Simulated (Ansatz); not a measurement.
## HN–CH$_{2}$, singlet in cc-pVTZ: errors against RCCSDT(Q)

Geometry: a PBE0/def2-TZVP stationary point for this spin, not checked as a minimum.

```xyz
5

N     0.0000   -0.1232   -0.6250
C     0.0000    0.0600    0.6223
H     0.0000   -0.8099    1.2818
H     0.0000    1.0402    1.1129
H     0.0000    0.7666   -1.1253
```

Basis cc-pVTZ; Ansatz 0.2.0. Correlated methods freeze the noble-gas cores, which leaves 12 electrons in 100 orbitals. Prefix R: restricted or restricted open-shell reference. Active spaces: valence = (12e, 11o) chosen from the atoms' valence shells.

Full CI isn't at hand for all of this; RCCSDT(Q) serves as the reference, and is uncertain by the last step of the cluster series or more.

```
UHF ⟨S²⟩                          : 0.000
T1 diagnostic (RCCSD)             : 0.0117
largest doubles amplitude (RCCSD) : 0.117
```

```csv
level,E − E(RHF) (eV)
RMP2,-10.0860
RCCSD,-10.5603
RCCSD(T),-11.0098
```

**Question.** Estimate how far RCCSDT(Q) in cc-pVTZ lies from RCCSD(T). The table doesn't fix it; the size of (T) and the diagnostics are the guide.

**Answer.** RCCSDT(Q) in cc-pVTZ lies 1.16 mEh below RCCSD(T), which is 7 % of the (T) step (-16.52 mEh). The diagnostics are small and one determinant leads, so the series closes fast and only a small part of (T) is left.

The other levels:

| level | E − E(RCCSDT(Q)) (mEh) | share of correlation (%) | wall time |
| --- | --- | --- | --- |
| BCCD(T) | 1.12 | 99.72 | 1.4 s (H100) |
| RCCSDT | 0.97 | 99.76 | – |
| CASSCF (valence space) | 264.01 | 34.93 | – |
| NEVPT2 (valence space) | 47.05 | 88.40 | 4.9 s (H100) |

The correlation energy at RCCSDT(Q), counted from RHF, is -11.041 eV. That run took 5.5 s on 2 threads of AMD EPYC 7R13 with a shared H100 80 GB, shared host.

Times hold each run's SCF and search for its determinant on a shared host, so for small cases they say little of a method's own cost; rows without a card ran on 1 thread of AMD EPYC 7R13.

Natural occupations of CASSCF (valence space) about the gap: 1.984 1.980 1.977 1.974 1.932 0.071 0.025 0.024 0.021 0.018; effectively unpaired electrons, Σ n²(2−n)², 0.05.

Atomization energy (electronic, same basis, no zero-point term; atoms at the same level, unrestricted beside the R rows where the molecule is a closed shell, with restricted open-shell steps beyond CCSDT(Q)) at RCCSDT(Q): 1779.6 kJ/mol. Errors of other levels:

```csv
level,error (kJ/mol)
RHF,-529.6
RMP2,16.0
RCCSD,-32.9
RCCSD(T),-0.8
BCCD(T),-0.2
RCCSDT,-2.4
CASSCF (valence space),-185.9
NEVPT2 (valence space),-27.9
```

This basis is far from its limit, so the value isn't to be set against a measured one.
